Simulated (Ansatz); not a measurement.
## How far each method lies from full CI for HF, singlet

Geometry: MP2(full)/6-31G*, from the G2/97 set.

```yaml
atoms:
  - { symbol: F, position_ang: [0.0000, 0.0000, 0.0000] }
  - { symbol: H, position_ang: [0.0000, 0.0000, 0.9339] }
```

Basis cc-pVDZ; Ansatz 0.2.0. Correlated methods freeze the noble-gas cores, which leaves 8 electrons in 18 orbitals. Prefix R: restricted or restricted open-shell reference.

Full CI is exact within this basis and frozen core; it isn't the basis-set limit.

```
UHF ⟨S²⟩                          : 0.000
T1 diagnostic (RCCSD)             : 0.0058
largest doubles amplitude (RCCSD) : 0.048
```

```tsv
level	E − E(RHF) (eV)
RMP2	-5.5064
RCCSD	-5.6469
RCCSD(T)	-5.7001
```

Question: Estimate how far full CI in cc-pVDZ lies from RCCSD(T). The table doesn't fix it; the size of (T) and the diagnostics are the guide.

Answer: Full CI in cc-pVDZ lies 14 meV below RCCSD(T), which is 26 % of the (T) step (-53 meV). The diagnostics give no warning, yet the rest is a sizeable part of (T).

The other levels:

```tsv
level	E − E(full CI) (meV)	share of correlation (%)	wall time
RCCSDT	11	99.80	–
RCCSDT(Q)	0	100.00	0.39 s
RCCSDTQ	0	99.99	2.4 s
```

The correlation energy at full CI, counted from RHF, is -5.714 eV. That run took 6 s on 1 thread of AMD EPYC 7R13, shared host over 2,342,800 determinants.

Times hold each run's SCF and search for its determinant on a shared host, so for small cases they say little of a method's own cost; they ran on 1 thread of AMD EPYC 7R13.

The full-CI state has the irrep A1 of C2v, in the program's axes (one component, if the state is degenerate).

Natural occupations of full CI about the gap: 1.989 1.978 1.978 1.966 0.028 0.015 0.015 0.009 0.004 0.004; effectively unpaired electrons, Σ n²(2−n)², 0.01.

Atomization energy (electronic, same basis, no zero-point term; atoms at the same level, unrestricted beside the R rows where the molecule is a closed shell, with restricted open-shell steps beyond CCSDT(Q)) at full CI: 528.8 kJ/mol. Errors of other levels:

```csv
level,error (kJ/mol)
RHF,-150.9
RMP2,11.3
RCCSD,-3.6
RCCSD(T),-0.8
RCCSDT,-0.8
RCCSDT(Q),0.0
RCCSDTQ,0.0
```

This basis is far from its limit, so the value isn't to be set against a measured one.
